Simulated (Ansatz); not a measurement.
# AlH3O (AlH2(OH)): B2PLYP/STO-3G

What is the vertical singlet–triplet gap of AlH3O (AlH2(OH)) at B2PLYP/STO-3G? 

Program for the calculation: Ansatz 0.2.0.

56 further runs of the same task are left out: 56 set aside as unsound or not needed.

## 1. The structure to begin with

AlH3O: 5 atoms, total charge 0, spin state singlet. As SMILES, `[H][Al]([H])[OH]`. Geometry: a GFN2-xTB relaxation, a rough one for these elements and not checked as a minimum.

Bond lengths: Al1–O4 1.636 Å, Al1–H2 1.532 Å, Al1–H3 1.531 Å, O4–H5 0.949 Å. Angles: Al1–O4–H5 179.6°, H2–Al1–O4 120.0°, H3–Al1–O4 120.0°, H2–Al1–H3 120.0°.

## 2. The energy at B2PLYP/STO-3G

run.yaml

```yaml
crystal:
  periodic: [false, false, false]
  atoms:
    - symbol: Al
      position_ang: [0.271770, 0.451120, -0.109270]
    - symbol: H
      position_ang: [1.798980, 0.417230, -0.221380]
    - symbol: H
      position_ang: [-0.481020, 1.769010, -0.311810]
    - symbol: O
      position_ang: [-0.555450, -0.920030, 0.226660]
    - symbol: H
      position_ang: [-1.034280, -1.717330, 0.415800]
basis:
  gaussian:
    orbitals: STO-3G
hamiltonian:
  xc: {name: B2PLYP}
correlation:
  frozen_orbitals: {Al: 5, H: 0, O: 1}
accuracy: high
```

The run is started by

```sh
$ ansatz run run.yaml --threads 1 --pin off --max-ram 2610MiB --events-out events.jsonl --progress --plain --runs-dir runs
```

Output:

```text
Warning: RAYON_NUM_THREADS=1 ignored (pool sized by the plan → 1); use --threads N
Functional definition: B2PLYP
  name "B2PLYP"
  parameter a = 0.53
  parameter c = 0.27
  exchange = (1 - a)*b88_x + a*exact_x
  correlation = (1 - c)*lyp_c + c*(mp2_os + mp2_ss)
288 factors; integrals over basis functions are off by at most 2.9e-8 eV
mean field evaluation 1: about -8574.8376 eV, gradient 2.4e1 eV
mean field evaluation 2: about -8574.8284 eV, gradient 2.4e1 eV
mean field evaluation 4: about -8576.7317 eV, gradient 1.2e0 eV
mean field evaluation 8: about -8576.7351 eV, gradient 3.9e-3 eV
mean field evaluation 16: about -8576.7351 eV, gradient 1.2e-8 eV
mean field -8576.73509031 eV, -315.1892010491 hartree, gradient 1.2e-8 eV, S^2 0.000000; 0 other end points of the search recorded, 0 dependent functions left out
6 core orbitals not correlated: weight in the atoms' cores, before any rotation towards them, 0.999 or more for the frozen orbitals, at most 0.000 for the correlated occupied ones
reference -8576.73510774 eV, -315.1892016897 hartree; 6, 6 occupied and 5, 5 virtual orbitals, 288 factors
second order -2.32623710 eV of doubles, -0.00000000 eV of singles
Total energy: -8577.36319176 eV, -315.2122833516 hartree
```

Run time: 2.1 s. Hardware: 1 thread of Intel Xeon Platinum 8259CL at 2.50GHz (Skylake/Cascade Lake), shared host; peak memory 0.11 GiB.

## 3. The triplet at the same level

input.yaml

```yaml
crystal:
  periodic: [false, false, false]
  atoms:
    - {symbol: Al, position_ang: [0.271770, 0.451120, -0.109270]}
    - {symbol: H, position_ang: [1.798980, 0.417230, -0.221380]}
    - {symbol: H, position_ang: [-0.481020, 1.769010, -0.311810]}
    - {symbol: O, position_ang: [-0.555450, -0.920030, 0.226660]}
    - {symbol: H, position_ang: [-1.034280, -1.717330, 0.415800]}
basis:
  gaussian:
    orbitals: STO-3G
hamiltonian:
  xc: {name: B2PLYP}
magnetization:
  spin_polarized: true
  initial_magnetization: 2
correlation:
  frozen_orbitals: {Al: 5, H: 0, O: 1}
accuracy: high
```

The run is started by

```sh
$ ansatz run input.yaml --threads 1 --pin off --max-ram 2610MiB --events-out events.jsonl --progress --plain --runs-dir runs
```

Output:

```text
Warning: RAYON_NUM_THREADS=1 ignored (pool sized by the plan → 1); use --threads N
Functional definition: B2PLYP
  name "B2PLYP"
  parameter a = 0.53
  parameter c = 0.27
  exchange = (1 - a)*b88_x + a*exact_x
  correlation = (1 - c)*lyp_c + c*(mp2_os + mp2_ss)
288 factors; integrals over basis functions are off by at most 2.9e-8 eV
mean field evaluation 1: about -8567.3478 eV, gradient 9.9e0 eV
mean field evaluation 2: about -8567.3917 eV, gradient 9.9e0 eV
mean field evaluation 4: about -8568.3841 eV, gradient 1.8e0 eV
mean field evaluation 8: about -8568.6626 eV, gradient 8.3e-2 eV
mean field evaluation 16: about -8569.0117 eV, gradient 1.2e0 eV
mean field evaluation 32: about -8568.9622 eV, gradient 2.4e0 eV
mean field -8569.26044358 eV, -314.9145128483 hartree, gradient 1.8e-8 eV, S^2 2.003585; 4 other end points of the search recorded, 0 dependent functions left out
6 core orbitals not correlated: weight in the atoms' cores, before any rotation towards them, 0.999 or more for the frozen orbitals, at most 0.000 for the correlated occupied ones
reference -8569.26046124 eV, -314.9145134974 hartree; 7, 5 occupied and 4, 6 virtual orbitals, 288 factors
second order -2.07622226 eV of doubles, -0.00000000 eV of singles
Total energy: -8569.82104125 eV, -314.9351144327 hartree
```

Run time: 5.1 s. Hardware: 1 thread of Intel Xeon Platinum 8259CL at 2.50GHz (Skylake/Cascade Lake), shared host; peak memory 0.15 GiB.

## 4. Outcome

At B2PLYP/STO-3G, 6 core orbitals frozen:

```
                                        quantity          value
                           singlet: total energy  -315.21228 Eh
                           triplet: total energy  -314.93511 Eh
                                   triplet: ⟨S²⟩          2.004
vertical energy of the triplet above the singlet       7.542 eV
```

What this shows: At this shape the triplet lies 7.54 eV (174 kcal/mol) above the singlet. In a minimal basis such a difference can be off by several eV, whatever the method.
